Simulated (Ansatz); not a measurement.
System: C$_{2}$H$_{5}$S, charge 0, doublet. C2H5S (SMILES [CH2]SC, doublet).
B3LYP-D3(BJ)/def2-TZVP minimum from Ansatz (a quantum-chemistry and plane-wave program):
```
S
C 1 1.7031
H 2 1.0784 1 117.39
H 2 1.0789 3 120.79 1 -172.67
C 1 1.8098 2 101.63 3 178.37
H 5 1.0884 1 107.19 2 179.31
H 5 1.0892 6 109.47 1 -119.70
H 5 1.0894 6 109.32 7 -120.69
```
Charge 0, spin multiplicity 2.

Total energies in hartree (Ansatz). Open shells are spin-unrestricted; no spin-orbit coupling. Correlated methods leave the cores frozen. No relativity. For partners of very few electrons the exact lower level stands in for a higher one.

| species | HF/cc-pV(T+d)Z | CCSD(T)/cc-pV(T+d)Z | HF/cc-pV(Q+d)Z | CCSD(T)/cc-pV(Q+d)Z | CCSD(T)/cc-pV(D+d)Z | CCSDT(Q)/cc-pV(D+d)Z |
|---|---|---|---|---|---|---|
| 1: C2H5S (SMILES S(C)[CH2], doublet) | -476.17853 | -476.74952 | -476.18760 | -476.79182 | -476.60006 | -476.60206 |
| 2: C (triplet) | -37.69157 | -37.78076 | -37.69331 | -37.78654 | -37.76038 | -37.76071 |
| 3: S (triplet) | -397.50938 | -397.65444 | -397.51264 | -397.66785 | -397.60412 | -397.60456 |
| 4: H (doublet) | -0.49981 | -0.49981 | -0.49995 | -0.49995 | -0.49928 | -0.49928 |

Task: Work out the atomisation energy (electronic, to ground-state atoms) in kcal/mol: take Hartree-Fock from cc-pV(Q+d)Z, extrapolate the CCSD(T) correlation energy as X^-3 (X = 3, 4), and add CCSDT(Q) - CCSD(T) in cc-pV(D+d)Z. 1 hartree = 627.51 kcal/mol.

Result: 
Species 1: correlation (64·(-0.60422) - 27·(-0.57099))/37 = -0.62847; step -0.00200; E1 = -476.18760 + (-0.62847) + (-0.00200) = -476.81807
Species 2: correlation (64·(-0.09323) - 27·(-0.08919))/37 = -0.09618; step -0.00033; E2 = -37.69331 + (-0.09618) + (-0.00033) = -37.78982
Species 3: correlation (64·(-0.15521) - 27·(-0.14506))/37 = -0.16262; step -0.00044; E3 = -397.51264 + (-0.16262) + (-0.00044) = -397.67570
Species 4: correlation (64·(0.00000) - 27·(0.00000))/37 = 0.00000; step +0.00000; E4 = -0.49995 + (0.00000) + (+0.00000) = -0.49995
-1·E1 +2·E2 +1·E3 +5·E4 = 1.06298 hartree = 667.0 kcal/mol.
